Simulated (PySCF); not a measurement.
Species: C3H5F.
Atom-mapped SMILES: `[CH3:1]/[CH:2]=[CH:3]/[F:4]` (hydrogens: H5, H6, H7 on C1; H8 on C2; H9 on C3)

The same species was optimised twice, with GFN2-xTB and with PBE0-D3(BJ)/def2-SVP (PySCF), and the same property calculations (PySCF, gas phase) were run on both structures.

```
  coordinate  GFN2-xTB  PBE0-D3(BJ)/def2-SVP  change
   C3–H9 (Å)     1.080                 1.096  +0.016
   C2–H8 (Å)     1.081                 1.096  +0.015
   C3–F4 (Å)     1.347                 1.332  -0.015
   C1–H5 (Å)     1.087                 1.100  +0.013
   C1–H6 (Å)     1.089                 1.103  +0.014
   C1–H7 (Å)     1.089                 1.103  +0.014
   C2=C3 (Å)     1.318                 1.329  +0.011
   C1–C2 (Å)     1.489                 1.492  +0.003
C3–C2–H8 (°)     119.3                 117.4    -1.9
C1–C2–H8 (°)     117.1                 118.7    +1.6
C2–C3–H9 (°)     126.3                 124.8    -1.5
C2–C1–H6 (°)     110.0                 111.3    +1.3
C2–C1–H7 (°)     110.1                 111.3    +1.2
H5–C1–H7 (°)     109.0                 107.8    -1.2
H5–C1–H6 (°)     109.0                 107.8    -1.2
H6–C1–H7 (°)     107.6                 106.7    -0.9
```

Rotational constants: A = 43847, B = 3902, C = 3664 MHz (GFN2-xTB) against A = 43544, B = 3878, C = 3642 MHz (PBE0-D3(BJ)/def2-SVP). Point groups within 0.08 Å: Cs and Cs. Atoms that the bonding makes alike are paired by their places after alignment.

On the GFN2-xTB structure: lowest singlet, TDDFT (eV) 7.17 [CAM-B3LYP/def2-SVPD]; lowest triplet, Tamm–Dancoff (eV) 4.43 [CAM-B3LYP/def2-SVPD]; isotropic polarisability (au) 38.9 [CAM-B3LYP/def2-SVPD]; HOMO (eV) -8.69 [CAM-B3LYP/def2-SVPD]; LUMO (eV) 1.52 [CAM-B3LYP/def2-SVPD]; dipole (D) 1.90 [CAM-B3LYP/def2-SVPD]; C1s of C1 (eV) 291.15 [delta-SCF UKS SCAN, pcX-2 on the ionised atom, pcseg-1 elsewhere, spin-free X2C]; C1s of C2 (eV) 290.69 [delta-SCF UKS SCAN, pcX-2 on the ionised atom, pcseg-1 elsewhere, spin-free X2C]; C1s of C3 (eV) 292.63 [delta-SCF UKS SCAN, pcX-2 on the ionised atom, pcseg-1 elsewhere, spin-free X2C]; F1s of F4 (eV) 692.82 [delta-SCF UKS SCAN, pcX-2 on the ionised atom, pcseg-1 elsewhere, spin-free X2C].

Question: What do these properties become on the PBE0-D3(BJ)/def2-SVP structure?

Answer: 
```csv
property,level,on GFN2-xTB,on PBE0-D3(BJ)/def2-SVP,change
"lowest singlet, TDDFT (eV)",CAM-B3LYP/def2-SVPD,7.17,7.12,-0.05
"lowest triplet, Tamm–Dancoff (eV)",CAM-B3LYP/def2-SVPD,4.43,4.32,-0.11
isotropic polarisability (au),CAM-B3LYP/def2-SVPD,38.9,39.7,+0.8
HOMO (eV),CAM-B3LYP/def2-SVPD,-8.69,-8.62,+0.07
LUMO (eV),CAM-B3LYP/def2-SVPD,1.52,1.53,+0.01
dipole (D),CAM-B3LYP/def2-SVPD,1.90,1.79,-0.11
"energy, GFN2-xTB geometry as zero (kcal/mol)",CAM-B3LYP/def2-SVPD,0.0,-0.3,-0.3
C1s of C1 (eV),"delta-SCF UKS SCAN, pcX-2 on the ionised atom, pcseg-1 elsewhere, spin-free X2C",291.15,291.22,+0.07
C1s of C2 (eV),"delta-SCF UKS SCAN, pcX-2 on the ionised atom, pcseg-1 elsewhere, spin-free X2C",290.69,290.72,+0.03
C1s of C3 (eV),"delta-SCF UKS SCAN, pcX-2 on the ionised atom, pcseg-1 elsewhere, spin-free X2C",292.63,292.67,+0.04
F1s of F4 (eV),"delta-SCF UKS SCAN, pcX-2 on the ionised atom, pcseg-1 elsewhere, spin-free X2C",692.82,692.99,+0.17
```

The heavy atoms differ by 0.008 Å rms after alignment. Among all bonds C2–H8, C3–F4 and C3–H9 change most and about equally (-0.015 to +0.016 Å). Changes are differences of the printed values. Neither structure is proved a minimum here.
